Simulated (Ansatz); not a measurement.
```yaml
crystal:
  periodic: [false, false, false]
  atoms:
    - {symbol: Cr, position_ang: [0.000000, 0.000000, 0.000000]}
    - {symbol: F, position_ang: [0.000000, 0.000000, -1.616736]}
    - {symbol: F, position_ang: [0.000000, 0.000000, 1.616736]}
basis:
  gaussian: {orbitals: def2-TZVP}
hamiltonian: {xc: pbe0}
relax: {f_tol: 0.004, max_steps: 80}
```

```sh
$ ansatz run in.yaml --threads 1 --pin off --events-out ev --progress --plain --max-ram 2176MiB
```

Steps of the relaxation (energy above the last step; positions in Å, forces in eV/Å):

```
3
step 1, 460.3 meV
Cr    0.000    0.000    0.000    0.000    0.000    0.000
F     0.000    0.000   -1.617    0.000    0.000   -4.475
F     0.000    0.000    1.617    0.000    0.000    4.475
```

```
3
step 2, 113.4 meV
Cr    0.000    0.000    0.000    0.000    0.000    0.000
F     0.000    0.000   -1.672    0.000    0.000   -1.984
F     0.000    0.000    1.672    0.000    0.000    1.984
```

```
3
step 3, 0.0 meV
Cr    0.000    0.000    0.000    0.000    0.000    0.000
F     0.000    0.000   -1.733    0.000    0.000    0.019
F     0.000    0.000    1.733    0.000    0.000   -0.019
```

```
3
step 4, 0.0 meV
Cr    0.000    0.000    0.000    0.000    0.000    0.000
F     0.000    0.000   -1.732    0.000    0.000    0.000
F     0.000    0.000    1.732    0.000    0.000    0.000
```

Close pairs at the end: Cr1–F3 1.732 Å, Cr1–F2 1.732 Å.

A stationary point of restricted PBE0 after 4 steps (its stability towards spin polarisation wasn't tested); no frequencies were run, so it isn't proven a minimum. 35 s on 1 thread of Intel Xeon Platinum 8375C, shared host.
